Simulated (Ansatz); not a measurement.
**C₂H₂ + HS radical: a complex and its separated parts**

Aim: how far the complex at one end of a reaction step lies below its separated, relaxed parts, level by level.

Computed with Ansatz 0.2.0, Gaussian basis. Level: PBE0-D4/def2-TZVP structures, single points in def2-TZVPP, no counterpoise correction.

Levels: SPW92, PBE-D4, BLYP-D4, r2SCAN-D4, B97M-V, PBE0-D4, B3LYP-D4, r2SCAN0-D4, BHLYP-D4, CAM-B3LYP-D4, wB97X-V, wB97M-V, B2PLYP, PBE-QIDH, RPA on PBE, Hartree-Fock, MP2, CCSD, CCSD(T).

Correlated methods freeze the cores. Orbitals are unrestricted. B3LYP uses VWN-RPA correlation. B2PLYP carries no dispersion term here.

78 further runs of the same task are left out: 78 set aside as unsound or not needed.

## Step 1: Starting geometry

The complex: 6 atoms, charge 0, spin multiplicity 2.

Atoms are counted from 1 here; the program's logs count them from 0.

Bond lengths: H1–C2 1.065 Å, C2–C3 1.201 Å, C3–H5 1.065 Å, S4–H6 1.343 Å. Angles: H1–C2–C3 179.5°, C2–C3–H5 179.5°.

Geometry (Å):

```xyz
6
C2H3S
H    -1.3008    1.1128   -0.8732
C    -0.3655    0.6031   -0.8739
C     0.6929    0.0352   -0.8808
S    -0.0267   -0.0818    1.9662
H     1.6346   -0.4625   -0.8929
H    -0.6345   -1.2069    1.5545
```

Its parts: C₂H₂ holds atoms 1, 2, 3, 5; HS radical holds atoms 4, 6. Each part counts its atoms afresh in its own runs.

## Step 2: Relaxing C₂H₂ alone

Input file relax-a/in.yaml:

```yaml
crystal:
  periodic: [false, false, false]
  atoms:
    - {symbol: H, position_ang: [-1.300796, 1.112760, -0.873163]}
    - {symbol: C, position_ang: [-0.365456, 0.603133, -0.873890]}
    - {symbol: C, position_ang: [0.692919, 0.035170, -0.880817]}
    - {symbol: H, position_ang: [1.634607, -0.462481, -0.892899]}
basis:
  gaussian: {orbitals: def2-TZVP}
hamiltonian: {xc: pbe0, dispersion: d4}
relax: {f_tol: 0.005, max_steps: 200}
```

On the command line:

```bash
> ansatz run in.yaml --threads 2 --pin off --events-out ev --progress --plain --max-ram 4352MiB
```

After this run come: Relaxing HS radical alone; SPW92/def2-TZVPP; PBE-D4/def2-TZVPP; BLYP-D4/def2-TZVPP; r2SCAN-D4/def2-TZVPP; B97M-V/def2-TZVPP; PBE0-D4/def2-TZVPP; B3LYP-D4/def2-TZVPP; r2SCAN0-D4/def2-TZVPP; BHLYP-D4/def2-TZVPP; CAM-B3LYP-D4/def2-TZVPP; wB97X-V/def2-TZVPP; wB97M-V/def2-TZVPP; B2PLYP/def2-TZVPP; PBE-QIDH/def2-TZVPP; RPA on PBE/def2-TZVPP; CCSD(T)/def2-TZVPP; CCSD(T)/def2-QZVPP; Vibrations of C₂H₂; Vibrations of HS radical.

Before running it: what results should come out? Wanted: complex less parts, CCSD(T)/def2-TZVPP; with zero-point energy; largest T1 diagnostic.

**Answer**, as computed:

```
                              quantity           value
complex less parts, CCSD(T)/def2-TZVPP  -0.73 kcal/mol
                with zero-point energy  +0.29 kcal/mol
                 largest T1 diagnostic           0.013
```

What this shows: At CCSD(T) the complex lies 0.73 kcal/mol below its parts. The functionals run from B2PLYP, off by -0.39 kcal/mol, to SPW92, off by -8.70 kcal/mol, against CCSD(T). Mean unsigned error by rung: LDA 8.70, GGA 4.43, meta-GGA 3.07, hybrid 2.17, range-separated hybrid 1.63, double hybrid 0.62 kcal/mol. PBE-D4 gives a relative energy 4.77 kcal/mol too low, an error of 653 % of the reference. No counterpoise was applied, and triple zeta lacks some correlation, so the CCSD(T) reference has a basis error of its own, and close matches with it are partly luck.
